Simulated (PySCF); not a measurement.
# Broadened absorption spectrum of C5H8S

Compound: C5H8S.
SMILES: `C[C@H]1C(CC1)=S`

Method used: TDDFT CAM-B3LYP/def2-SVPD, vertical, gas phase, core orbitals frozen in the response (PySCF). Isolated species at its GFN2-xTB geometry, gas phase.

Computed states:

```csv
state,E (eV),f
S1,2.52,0.0000
S2,5.60,0.215
S3,5.79,0.015
S4,6.15,0.076
S5,6.22,0.0045
S6,6.65,0.018
S7,6.99,0.0009
S8,7.20,0.0068
```

Each state is given a Gaussian of 0.25 eV full width at half maximum, with ε(max) = 2.175×10⁸ f / Δν̃ (Δν̃ the width in cm⁻¹). The cross-section is σ = 3.8235×10⁻²¹ ε cm², given in Mb (10⁻¹⁸ cm²). The width is an assumption, not a result. The curve ends short of the highest state used, and states not computed would add to its high-energy end.

**Question.** What does the envelope look like, and where are its maxima?

**Answer.** 
(E (eV), σ (Mb)): (2.15, 0.00), (2.23, 0.00), (2.31, 0.00), (2.39, 0.00), (2.47, 0.00), (2.55, 0.00), (2.63, 0.00), (2.71, 0.00), (2.79, 0.00), (2.88, 0.00), (2.96, 0.00), (3.04, 0.00), (3.12, 0.00), (3.20, 0.00), (3.28, 0.00), (3.36, 0.00), (3.44, 0.00), (3.52, 0.00), (3.60, 0.00), (3.68, 0.00), (3.77, 0.00), (3.85, 0.00), (3.93, 0.00), (4.01, 0.00), (4.09, 0.00), (4.17, 0.00), (4.25, 0.00), (4.33, 0.00), (4.41, 0.00), (4.49, 0.00), (4.57, 0.00), (4.66, 0.00), (4.74, 0.00), (4.82, 0.00), (4.90, 0.00), (4.98, 0.00), (5.06, 0.00), (5.14, 0.01), (5.22, 0.14), (5.30, 1.59), (5.38, 10.17), (5.46, 36.78), (5.54, 75.64), (5.63, 87.59), (5.71, 57.25), (5.79, 24.62), (5.87, 9.14), (5.95, 7.35), (6.03, 16.63), (6.11, 29.77), (6.19, 31.24), (6.27, 18.86), (6.35, 6.70), (6.43, 2.21), (6.52, 3.63), (6.60, 6.58)

Maxima: 221 nm (5.61 eV), ε about 24000, made up of S2 (98%); 201 nm (6.16 eV), ε about 8600, made up of S4 (95%) (ε in L mol⁻¹ cm⁻¹; maxima over ε = 5, shares over 10%). At its high-energy end, 6.60 eV, the curve is still rising (ε about 1700, from S6).

**Question.** On this curve, what absorbance would a 10⁻⁵ mol/L sample give at 222 nm over a 1 cm path?

**Answer.** 222 nm is 5.585 eV, where ε is about 23000 L mol⁻¹ cm⁻¹, so A = ε c l ≈ 0.23 (Beer–Lambert, with the gas-phase spectrum and the assumed width).

**Question.** What would ε be at 5.61 eV, the highest of these maxima, with half the width (0.125 eV)?

**Answer.** About 45800 L mol⁻¹ cm⁻¹ against 23600, a factor of about 1.9; a lone state at its own centre would give exactly 2.

**Question.** Does any computed singlet lie in the visible range?

**Answer.** S1 lies in the visible range (380 to 750 nm), at 492 nm, dark in the vertical dipole picture (f under 0.0005); light of that wavelength is green-blue to blue-green, and its complementary colour is orange to red; a Tamm–Dancoff triplet lies at 592 nm, without intensity as long as spin–orbit coupling is left out.
